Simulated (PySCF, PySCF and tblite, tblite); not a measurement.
# C4H7F: conformers and averaged spectra, part 3 of 3

PySCF and tblite. Atoms count from 0.

### Step 19. Couplings, conformer 1: B3LYP/pcJ-1+pcSseg-1

What the job is given:

```
{"job": {"xc": "B3LYP", "basis": {"default": "pcSseg-1", "H": "pcJ-1", "F": "pcJ-1"}, "nuclei": ["H", "F", "P", "Si", "B"], "kind": "j"}, "charge": 0, "multiplicity": 1}
C      1.990961     0.208824     0.135626
C      0.850388    -0.480966     0.160088
C     -0.384219    -0.134938    -0.609154
C     -1.552015     0.187462     0.303058
F     -2.686399     0.404580    -0.436146
H      2.856579    -0.097774     0.728516
H      2.103692     1.103238    -0.485661
H      0.786935    -1.371651     0.799205
H     -0.683584    -0.985004    -1.247421
H     -0.198893     0.721295    -1.276939
H     -1.743165    -0.646511     1.002314
H     -1.339082     1.090761     0.900486
```

Output:

```text
coarse grid: 9776 points
cycle   1  E = -256.3517580742  dE =  3.384e-01  |g| = 5.330e-01  |ddm| = 2.565e+00
cycle   2  E = -256.3197096779  dE =  3.205e-02  |g| = 7.273e-01  |ddm| = 9.269e-01
cycle   3  E = -256.4052277803  dE = -8.552e-02  |g| = 7.542e-02  |ddm| = 5.364e-01
cycle   4  E = -256.4061300774  dE = -9.023e-04  |g| = 3.395e-02  |ddm| = 7.346e-02
cycle   5  E = -256.4063782182  dE = -2.481e-04  |g| = 9.668e-03  |ddm| = 3.116e-02
cycle   6  E = -256.4063975460  dE = -1.933e-05  |g| = 3.997e-03  |ddm| = 8.950e-03
cycle   7  E = -256.4064014470  dE = -3.901e-06  |g| = 4.300e-04  |ddm| = 2.873e-03
final grid: 94040 points
cycle   8  E = -256.4499032875  dE = -6.024e-05  |g| = 6.267e-03  |ddm| = 1.567e-02
cycle   9  E = -256.4498970038  dE =  6.284e-06  |g| = 8.714e-03  |ddm| = 1.011e-02
cycle  10  E = -256.4499114642  dE = -1.446e-05  |g| = 9.299e-04  |ddm| = 6.013e-03
cycle  11  E = -256.4499116061  dE = -1.419e-07  |g| = 2.595e-04  |ddm| = 8.215e-04
cycle  12  E = -256.4499116171  dE = -1.098e-08  |g| = 1.326e-04  |ddm| = 2.339e-04
cycle  13  E = -256.4499116215  dE = -4.368e-09  |g| = 1.713e-05  |ddm| = 1.050e-04
cycle  14  E = -256.4499116215  dE = -6.520e-11  |g| = 4.110e-06  |ddm| = 1.606e-05
converged SCF energy = -256.4499116215

Indirect spin-spin couplings (Hz)
  i      j    bonds     total        FC       PSO       DSO        SD
  4 F    5 H    5      2.551     2.307     1.123    -1.014     0.135
  4 F    6 H    5      0.260     0.309     0.833    -0.633    -0.249
  4 F    7 H    4     -1.501    -1.338     0.804    -1.073     0.106
  4 F    8 H    3     10.054     9.243     1.422    -0.107    -0.504
  4 F    9 H    3      5.105     4.191     1.522    -0.265    -0.343
  4 F   10 H    2     53.342    47.725    10.205    -1.386    -3.202
  4 F   11 H    2     54.855    49.220    10.240    -1.406    -3.198
  5 H    6 H    2      2.027     2.184     3.331    -3.488         -
  5 H    7 H    3     11.311    11.786     0.127    -0.602         -
  5 H    8 H    4     -2.792    -2.498     1.305    -1.599         -
  5 H    9 H    4     -0.471    -0.108     1.271    -1.634         -
  6 H    7 H    3     17.579    18.502     2.316    -3.239         -
  6 H    8 H    4     -3.203    -2.953     0.943    -1.192         -
  6 H    9 H    4     -0.428    -0.585    -1.346     1.504         -
  7 H    8 H    3      4.683     4.753     0.438    -0.508         -
  7 H    9 H    3     12.518    12.965     2.366    -2.814         -
  7 H   11 H    4     -0.299    -0.197     0.549    -0.651         -
  8 H    9 H    2    -13.559   -13.551     1.885    -1.893         -
  8 H   10 H    3      5.009     5.089     0.358    -0.438         -
  8 H   11 H    3     13.184    13.630     2.409    -2.855         -
  9 H   10 H    3     13.958    14.408     2.377    -2.828         -
  9 H   11 H    3      6.559     6.627     0.176    -0.244         -
 10 H   11 H    2    -10.261   -10.071     1.803    -1.993         -
```

Wall time 12 s (1 thread of Arm Neoverse V1, shared host); peak memory 0.74 GiB.

In short: HOMO -7.47 eV, LUMO -0.17 eV; dipole 1.66 D.

### Step 20. Couplings, conformer 2: B3LYP/pcJ-1+pcSseg-1

What the job is given:

```
{"job": {"xc": "B3LYP", "basis": {"default": "pcSseg-1", "H": "pcJ-1", "F": "pcJ-1"}, "nuclei": ["H", "F", "P", "Si", "B"], "kind": "j"}, "charge": 0, "multiplicity": 1}
C     -1.972091     0.433566    -0.011425
C     -0.682055     0.655462     0.239931
C      0.318195    -0.395999     0.603550
C      1.521852    -0.415796    -0.317309
F      2.186884     0.786386    -0.254690
H     -2.651316     1.248871    -0.274306
H     -2.401312    -0.572711     0.041795
H     -0.288520     1.676756     0.175134
H     -0.150037    -1.394238     0.595669
H      0.684972    -0.220350     1.630836
H      2.222764    -1.216790    -0.024775
H      1.211863    -0.585841    -1.363453
```

Output:

```text
coarse grid: 9776 points
cycle   1  E = -256.3503208863  dE =  3.359e-01  |g| = 5.393e-01  |ddm| = 2.567e+00
cycle   2  E = -256.3134660268  dE =  3.685e-02  |g| = 7.499e-01  |ddm| = 9.219e-01
cycle   3  E = -256.4058296445  dE = -9.236e-02  |g| = 7.385e-02  |ddm| = 5.401e-01
cycle   4  E = -256.4066971151  dE = -8.675e-04  |g| = 3.089e-02  |ddm| = 6.764e-02
cycle   5  E = -256.4069026834  dE = -2.056e-04  |g| = 5.066e-03  |ddm| = 2.578e-02
cycle   6  E = -256.4069055507  dE = -2.867e-06  |g| = 3.409e-03  |ddm| = 5.706e-03
cycle   7  E = -256.4069084514  dE = -2.901e-06  |g| = 4.293e-04  |ddm| = 2.519e-03
final grid: 94040 points
cycle   8  E = -256.4503592936  dE = -6.132e-05  |g| = 6.457e-03  |ddm| = 1.996e-02
cycle   9  E = -256.4503528913  dE =  6.402e-06  |g| = 8.936e-03  |ddm| = 1.012e-02
cycle  10  E = -256.4503679068  dE = -1.502e-05  |g| = 9.137e-04  |ddm| = 5.810e-03
cycle  11  E = -256.4503680466  dE = -1.397e-07  |g| = 2.442e-04  |ddm| = 7.898e-04
cycle  12  E = -256.4503680568  dE = -1.028e-08  |g| = 1.057e-04  |ddm| = 2.044e-04
cycle  13  E = -256.4503680596  dE = -2.761e-09  |g| = 2.084e-05  |ddm| = 9.154e-05
cycle  14  E = -256.4503680597  dE = -9.982e-11  |g| = 3.583e-06  |ddm| = 1.704e-05
converged SCF energy = -256.4503680597

Indirect spin-spin couplings (Hz)
  i      j    bonds     total        FC       PSO       DSO        SD
  4 F    6 H    5      0.841     0.943     1.015    -0.988    -0.129
  4 F    7 H    4      0.589     0.670    -0.864     0.891    -0.107
  4 F    8 H    3     44.474    46.125     0.588    -2.071    -0.167
  4 F    9 H    3     12.569    11.060     2.084    -0.198    -0.378
  4 F   10 H    2     53.387    47.786    10.249    -1.377    -3.271
  4 F   11 H    2     55.106    49.508    10.185    -1.311    -3.276
  5 H    6 H    2      2.111     2.256     3.321    -3.466         -
  5 H    7 H    3     11.419    11.874     0.109    -0.564         -
  5 H    8 H    4     -0.540    -0.178     1.290    -1.652         -
  5 H    9 H    4     -3.011    -2.713     1.286    -1.584         -
  5 H   10 H    5      0.210     0.429     1.107    -1.326         -
  6 H    7 H    3     17.962    18.873     2.274    -3.185         -
  6 H    8 H    4     -0.413    -0.568    -1.319     1.475         -
  6 H    9 H    4     -3.204    -2.972     0.808    -1.039         -
  7 H    8 H    3     12.503    12.953     2.361    -2.810         -
  7 H    9 H    3      3.743     3.829     0.521    -0.607         -
  7 H   10 H    4     -0.718    -0.446     1.533    -1.804         -
  7 H   11 H    4     -0.341    -0.237     0.348    -0.452         -
  8 H    9 H    2    -16.084   -16.061     1.948    -1.971         -
  8 H   10 H    3      1.885     1.941     0.132    -0.187         -
  8 H   11 H    3      1.490     1.557     0.334    -0.402         -
  9 H   10 H    3      5.514     5.594     0.212    -0.292         -
  9 H   11 H    3     14.101    14.550     2.403    -2.852         -
 10 H   11 H    2     -9.993    -9.768     1.899    -2.123         -
```

It took 12 s on 1 thread of Arm Neoverse V1, shared host; peak memory 0.73 GiB.

Key values: HOMO -7.32 eV, LUMO -0.03 eV; dipole 1.69 D.

### Step 21. Couplings, conformer 3: B3LYP/pcJ-1+pcSseg-1

What the job is given:

```
{"job": {"xc": "B3LYP", "basis": {"default": "pcSseg-1", "H": "pcJ-1", "F": "pcJ-1"}, "nuclei": ["H", "F", "P", "Si", "B"], "kind": "j"}, "charge": 0, "multiplicity": 1}
C      1.999343    -0.098620     0.081624
C      0.827119     0.210906    -0.471853
C     -0.453768    -0.528876    -0.248368
C     -1.562095     0.341870     0.307052
F     -1.221222     0.825660     1.543332
H      2.900903     0.483755    -0.125658
H      2.099730    -0.946548     0.767280
H      0.770364     1.075892    -1.146712
H     -0.288577    -1.380776     0.431054
H     -0.815462    -0.947548    -1.205713
H     -1.757861     1.200955    -0.360562
H     -2.497275    -0.237357     0.402498
```

Output:

```text
coarse grid: 9776 points
cycle   1  E = -256.3470719567  dE =  3.432e-01  |g| = 5.465e-01  |ddm| = 2.567e+00
cycle   2  E = -256.3061180302  dE =  4.095e-02  |g| = 7.690e-01  |ddm| = 9.856e-01
cycle   3  E = -256.4044729657  dE = -9.835e-02  |g| = 7.545e-02  |ddm| = 5.836e-01
cycle   4  E = -256.4053726367  dE = -8.997e-04  |g| = 3.338e-02  |ddm| = 7.283e-02
cycle   5  E = -256.4056094415  dE = -2.368e-04  |g| = 8.585e-03  |ddm| = 2.974e-02
cycle   6  E = -256.4056221547  dE = -1.271e-05  |g| = 4.607e-03  |ddm| = 8.762e-03
cycle   7  E = -256.4056274426  dE = -5.288e-06  |g| = 3.461e-04  |ddm| = 3.264e-03
final grid: 94040 points
cycle   8  E = -256.4491884578  dE = -6.021e-05  |g| = 6.183e-03  |ddm| = 1.753e-02
cycle   9  E = -256.4491830470  dE =  5.411e-06  |g| = 8.334e-03  |ddm| = 9.851e-03
cycle  10  E = -256.4491965339  dE = -1.349e-05  |g| = 8.914e-04  |ddm| = 5.614e-03
cycle  11  E = -256.4491966632  dE = -1.293e-07  |g| = 2.577e-04  |ddm| = 8.052e-04
cycle  12  E = -256.4491966748  dE = -1.159e-08  |g| = 1.149e-04  |ddm| = 2.254e-04
cycle  13  E = -256.4491966780  dE = -3.250e-09  |g| = 1.799e-05  |ddm| = 9.221e-05
cycle  14  E = -256.4491966781  dE = -7.446e-11  |g| = 3.167e-06  |ddm| = 1.512e-05
converged SCF energy = -256.4491966781

Indirect spin-spin couplings (Hz)
  i      j    bonds     total        FC       PSO       DSO        SD
  4 F    6 H    5     -0.268    -0.010    -0.130    -0.125    -0.003
  4 F    7 H    4      0.163    -0.159     1.117    -0.509    -0.286
  4 F    8 H    3     11.872    10.367     2.053    -0.217    -0.330
  4 F    9 H    3     45.981    47.817     0.414    -2.087    -0.163
  4 F   10 H    2     54.822    49.292    10.094    -1.319    -3.245
  4 F   11 H    2     53.749    48.365    10.024    -1.394    -3.246
  5 H    6 H    2      1.900     2.046     3.307    -3.452         -
  5 H    7 H    3     11.220    11.688     0.105    -0.573         -
  5 H    8 H    4     -0.587    -0.225     1.266    -1.628         -
  5 H    9 H    4     -3.331    -3.033     1.307    -1.606         -
  5 H   11 H    5      0.154     0.377     1.161    -1.384         -
  6 H    7 H    3     17.415    18.335     2.281    -3.201         -
  6 H    8 H    4     -0.391    -0.560    -1.406     1.575         -
  6 H    9 H    4     -3.393    -3.149     0.883    -1.127         -
  6 H   11 H    5     -0.231    -0.067     0.790    -0.954         -
  7 H    8 H    3     12.012    12.458     2.359    -2.804         -
  7 H    9 H    3      4.096     4.176     0.546    -0.627         -
  7 H   11 H    4     -0.626    -0.392     1.322    -1.556         -
  8 H    9 H    2    -16.150   -16.127     1.941    -1.964         -
  8 H   10 H    3     13.747    14.196     2.377    -2.827         -
  8 H   11 H    3      4.618     4.707     0.215    -0.303         -
  9 H   10 H    3      1.668     1.711     0.333    -0.375         -
  9 H   11 H    3      2.367     2.400     0.120    -0.153         -
 10 H   11 H    2    -10.826   -10.621     1.869    -2.074         -
```

Run time: 12 s. Hardware: 1 thread of Arm Neoverse V1, shared host; peak memory 0.81 GiB.

In short: HOMO -7.28 eV, LUMO 0.03 eV; dipole 1.84 D.

### Step 22. Couplings, conformer 4: B3LYP/pcJ-1+pcSseg-1

What the job is given:

```
{"job": {"xc": "B3LYP", "basis": {"default": "pcSseg-1", "H": "pcJ-1", "F": "pcJ-1"}, "nuclei": ["H", "F", "P", "Si", "B"], "kind": "j"}, "charge": 0, "multiplicity": 1}
C      1.738705     0.224690     0.096091
C      0.846981    -0.765263     0.018702
C     -0.635961    -0.631045    -0.119888
C     -1.161870     0.783630    -0.170783
F     -2.528779     0.762437    -0.300188
H      2.805966     0.011977     0.196296
H      1.454928     1.280620     0.064826
H      1.213838    -1.798307     0.058047
H     -1.130217    -1.159074     0.715084
H     -0.967077    -1.161238    -1.030769
H     -0.904942     1.334624     0.750725
H     -0.736368     1.333136    -1.028656
```

Output:

```text
coarse grid: 9776 points
cycle   1  E = -256.3515349867  dE =  3.450e-01  |g| = 5.315e-01  |ddm| = 2.590e+00
cycle   2  E = -256.3211439004  dE =  3.039e-02  |g| = 7.203e-01  |ddm| = 9.374e-01
cycle   3  E = -256.4049292987  dE = -8.379e-02  |g| = 7.215e-02  |ddm| = 5.460e-01
cycle   4  E = -256.4057305159  dE = -8.012e-04  |g| = 3.248e-02  |ddm| = 6.945e-02
cycle   5  E = -256.4059607251  dE = -2.302e-04  |g| = 6.549e-03  |ddm| = 2.902e-02
cycle   6  E = -256.4059666283  dE = -5.903e-06  |g| = 4.237e-03  |ddm| = 7.085e-03
cycle   7  E = -256.4059711180  dE = -4.490e-06  |g| = 2.892e-04  |ddm| = 3.134e-03
final grid: 94040 points
cycle   8  E = -256.4483295023  dE = -6.223e-05  |g| = 6.297e-03  |ddm| = 1.938e-02
cycle   9  E = -256.4483229511  dE =  6.551e-06  |g| = 8.773e-03  |ddm| = 9.958e-03
cycle  10  E = -256.4483378744  dE = -1.492e-05  |g| = 8.946e-04  |ddm| = 5.905e-03
cycle  11  E = -256.4483379996  dE = -1.252e-07  |g| = 2.188e-04  |ddm| = 8.099e-04
cycle  12  E = -256.4483380077  dE = -8.121e-09  |g| = 7.247e-05  |ddm| = 1.834e-04
cycle  13  E = -256.4483380089  dE = -1.175e-09  |g| = 2.957e-05  |ddm| = 7.786e-05
cycle  14  E = -256.4483380091  dE = -2.175e-10  |g| = 2.960e-06  |ddm| = 2.187e-05
converged SCF energy = -256.4483380091

Indirect spin-spin couplings (Hz)
  i      j    bonds     total        FC       PSO       DSO        SD
  4 F    5 H    5     -0.332    -0.140     0.950    -1.157     0.015
  4 F    7 H    4      3.802     3.905     1.068    -1.273     0.101
  4 F    8 H    3      8.935     8.207     1.358    -0.154    -0.477
  4 F    9 H    3      9.027     8.303     1.355    -0.151    -0.480
  4 F   10 H    2     53.963    47.927    10.580    -1.343    -3.201
  4 F   11 H    2     53.952    47.918    10.577    -1.343    -3.200
  5 H    6 H    2      0.880     0.980     3.237    -3.337         -
  5 H    7 H    3     12.702    13.172     0.114    -0.584         -
  5 H    8 H    4     -3.318    -3.019     1.289    -1.588         -
  5 H    9 H    4     -3.355    -3.055     1.288    -1.587         -
  6 H    7 H    3     19.211    20.121     2.301    -3.211         -
  6 H    8 H    4     -3.458    -3.176     1.046    -1.328         -
  6 H    9 H    4     -3.482    -3.202     1.039    -1.320         -
  6 H   10 H    5      0.237    -0.066    -1.598     1.902         -
  6 H   11 H    5      0.236    -0.072    -1.620     1.928         -
  7 H    8 H    3      4.817     4.887     0.390    -0.460         -
  7 H    9 H    3      4.758     4.830     0.399    -0.471         -
  7 H   10 H    4     -0.882    -0.618     1.262    -1.526         -
  7 H   11 H    4     -0.885    -0.621     1.266    -1.531         -
  8 H    9 H    2    -21.807   -21.862     1.813    -1.758         -
  8 H   10 H    3      5.189     5.283     0.258    -0.352         -
  8 H   11 H    3     13.062    13.510     2.394    -2.842         -
  9 H   10 H    3     13.030    13.478     2.395    -2.842         -
  9 H   11 H    3      5.169     5.263     0.261    -0.355         -
 10 H   11 H    2    -10.004    -9.841     1.751    -1.913         -
```

Wall time 12 s (1 thread of Arm Neoverse V1, shared host); peak memory 0.75 GiB.

Key values: HOMO -7.44 eV, LUMO -0.02 eV; dipole 1.58 D.

### Step 23. Averages: properties at PBE0/pcSseg-1

What the job is given:

```
{"job": {"study": "conf", "smiles": "C=CCCF", "search": {"seed": 3053, "n_embed": 90, "ff_keep": 18, "window": 4.0, "nmax": 7, "temps": [180, 230, 298.15, 330, 400], "t_ref": 298.15, "order": 0.002, "geom": true}, "level": {"nmr": {"xc": "PBE0", "basis": "pcSseg-1"}, "sp": {"xc": "PBE0", "basis": "def2-TZVP"}, "j": {"xc": "B3LYP", "basis": {"default": "pcSseg-1", "H": "pcJ-1", "F": "pcJ-1"}, "nuclei": ["H", "F", "P", "Si", "B"], "top": 4}}, "kind": "conf"}, "charge": 0, "multiplicity": 1}
C      1.990961     0.208824     0.135626
C      0.850388    -0.480966     0.160088
C     -0.384219    -0.134938    -0.609154
C     -1.552015     0.187462     0.303058
F     -2.686399     0.404580    -0.436146
H      2.856579    -0.097774     0.728516
H      2.103692     1.103238    -0.485661
H      0.786935    -1.371651     0.799205
H     -0.683584    -0.985004    -1.247421
H     -0.198893     0.721295    -1.276939
H     -1.743165    -0.646511     1.002314
H     -1.339082     1.090761     0.900486
```

Output:

```text
conformer  sym    E(xTB)   E(DFT)   G(298.15 K)  weight  dipole/D
    1     C1      0.000    0.029    0.000   0.3505    1.575
    2     C1      0.340    0.000    0.009   0.3453    1.617
    3     C1      0.481    0.386    0.402   0.1779    1.785
    4     Cs      0.523    0.614    1.089   0.0558    1.517
    5     C1      1.254    0.811    0.950   0.0705    1.836

mean shielding (ppm) by class
class atoms           180 K      230 K   298.15 K      330 K      400 K
  0 C  0             58.994     59.056     59.143     59.181     59.257
  1 C  1             41.365     41.305     41.247     41.227      41.19
  2 C  2            144.647    144.782    144.945    145.012    145.139
  3 C  3            100.567    100.676    100.788     100.83    100.904
  4 F  4            414.852    414.952    415.112    415.186    415.337
  5 H  5             25.862      25.86     25.859     25.858     25.857
  6 H  6             25.811      25.81     25.809     25.809      25.81
  7 H  7             25.183     25.187      25.19     25.191     25.192
  8 H  8,9           28.942     28.945     28.948     28.949     28.951
  9 H  10,11         26.896     26.885     26.872     26.867     26.857
```

It took 1.9 min on 1 thread of Arm Neoverse V1, shared host. This counts the runs that the step sums up.

The search (ETKDG and KDG, MMFF94s, GFN2-xTB) embedded 90 structures, kept 5 distinct ones after the force field and 5 after xTB; 5 were carried on (window 4.0 kcal/mol at the search's own energies). Energies: PBE0/def2-TZVP with D3(BJ).

The conformers at 298 K:

```csv
no.,group,mirror pair,ΔE xTB,ΔE DFT,ΔG,weight (%),μ (D),C0–C1–C2–C3 (°),C1–C2–C3–F4 (°),"A, B, C (GHz)"
1,C1,yes,0.00,0.03,0.00,35.0,1.57,-117,-176,"20.62, 2.13, 2.10"
2,C1,yes,0.34,0.00,0.01,34.5,1.62,124,61,"13.17, 2.65, 2.40"
3,C1,yes,0.48,0.39,0.40,17.8,1.78,122,-63,"10.18, 3.01, 2.60"
4,Cs,no,0.52,0.61,1.09,5.6,1.52,0,180,"15.30, 2.53, 2.23"
5,C1,yes,1.25,0.81,0.95,7.1,1.84,-11,66,"8.42, 3.80, 2.90"
```

Energies in kcal/mol. ΔG holds xTB vibrations and rotation, symmetry numbers and mirror pairs.

Weights (%) by temperature:

```csv
no.,180 K,230 K,298 K,330 K,400 K
1,40.0,37.6,35.0,34.1,32.3
2,40.3,37.4,34.5,33.5,31.6
3,13.8,16.0,17.8,18.3,19.1
5,3.0,4.8,7.1,8.0,9.7
4,2.9,4.1,5.6,6.2,7.2
```

How the weights hang on the way they are made:

| scheme | 1 | 2 | 3 | 5 | 4 | mean μ (D) |
| --- | --- | --- | --- | --- | --- | --- |
| DFT free energy | 35 | 35 | 18 | 7 | 6 | 1.64 |
| DFT energy, symmetry counted | 33 | 34 | 18 | 9 | 6 | 1.65 |
| DFT energy alone | 31 | 32 | 17 | 8 | 12 | 1.64 |
| xTB energy, symmetry counted | 43 | 24 | 19 | 5 | 9 | 1.63 |
| xTB free energy | 45 | 24 | 19 | 4 | 8 | 1.63 |
| lowest conformer only | 100 | 0 | 0 | 0 | 0 | 1.57 |
| equal weights | 20 | 20 | 20 | 20 | 20 | 1.67 |
| conformers found from three starts alone | 46 | 45 | 0 | 9 | 0 | 1.62 |

Shifts against references run at the same level ($^{13}$C TMS 184.4, $^{1}$H TMS 31.27, $^{19}$F CFCl3 177.2 ppm of shielding), by class of atoms, at 298 K:

| atoms | environment | no. 1 | no. 2 | no. 3 | average |
| --- | --- | --- | --- | --- | --- |
| C1 | alkene CH | 140.6 | 144.9 | 144.7 | 143.2 |
| C0 | terminal =CH2 carbon | 127.2 | 123.7 | 126.7 | 125.3 |
| C3 | sp3 CH2 bonded to F | 83.6 | 84.8 | 82.3 | 83.6 |
| C2 | allylic sp3 CH2 | 40.1 | 39.9 | 40.3 | 39.5 |
| H7 | hydrogen on an alkene CH | 5.79 | 6.40 | 5.99 | 6.08 |
| H6 | hydrogen on a terminal =CH2 carbon | 5.54 | 5.36 | 5.54 | 5.46 |
| H5 | hydrogen on a terminal =CH2 carbon | 5.40 | 5.39 | 5.45 | 5.41 |
| H10, H11 | hydrogen on an sp3 CH2 bonded to F | 4.25 | 4.43 | 4.42 | 4.39 |
| H8, H9 | hydrogen on an allylic sp3 CH2 | 2.46 | 2.22 | 2.25 | 2.32 |
| F4 | fluorine on an sp3 carbon | -235.0 | -240.5 | -233.1 | -237.9 |

Couplings (Hz, B3LYP/pcJ-1+pcSseg-1; one pair named for each class), from conformers that hold 93 % of the weight:

| pair | bonds | no. 1 | no. 2 | no. 3 | average |
| --- | --- | --- | --- | --- | --- |
| F4–H10 | 2 | 54.1 | 54.2 | 54.3 | 54.2 |
| H8–H9 | 2 | -13.6 | -16.1 | -16.1 | -15.5 |
| H10–H11 | 2 | -10.3 | -10.0 | -10.8 | -10.2 |
| H5–H6 | 2 | 2.0 | 2.1 | 1.9 | 2.0 |
| F4–H8 | 3 | 7.6 | 28.5 | 28.9 | 19.5 |
| H6–H7 | 3 | 17.6 | 18.0 | 17.4 | 17.8 |
| H5–H7 | 3 | 11.3 | 11.4 | 11.2 | 11.4 |
| H7–H8 | 3 | 8.6 | 8.1 | 8.1 | 8.1 |
| H8–H11 | 3 | 13.6 | 3.5 | 3.1 | 7.8 |
| H8–H10 | 3 | 5.8 | 8.0 | 8.1 | 7.0 |
| H6–H8 | 4 | -1.8 | -1.8 | -1.9 | -1.9 |
| H5–H8 | 4 | -1.6 | -1.8 | -2.0 | -1.9 |

Effective distances for nuclear Overhauser effects, ⟨r⁻⁶⟩^(−1/6) over all pairs of two classes (Å): H5···H6 1.87; H5···H7 2.43; H8···H10 2.61; H7···H8 2.71; H6···H8 2.76; H7···H10 3.06; H6···H7 3.09; H6···H10 3.46.

### Step 24. Summary of results

The summary covers parts 1 to 3.

| quantity | value |
| --- | --- |
| conformers | 5; the first in weight is no. 1 (C1), 35 % at 298 K |
| root-mean-square dipole | 1.65 D |
| averaged $^{13}$C shifts (PBE0/pcSseg-1) | 143.2, 125.3, 83.6, 39.5 ppm |
| averaged $^{1}$H shifts (PBE0/pcSseg-1) | 6.08, 5.46, 5.41, 4.39, 2.32 ppm |
| averaged $^{19}$F shifts (PBE0/pcSseg-1) | -237.9 ppm |

At 298 K conformer 1 holds 35 % of the ensemble (40 % at 180 K, 32 % at 400 K). Among conformers over 5 %, H6 differs by 0.87 ppm, while the average moves by 0.00 ppm from 180 to 400 K. Among vicinal couplings, F4–H8 differs most between the conformers listed (7.6 for no. 1, 28.5 for no. 2, 28.9 for no. 3; average 19.5 Hz).
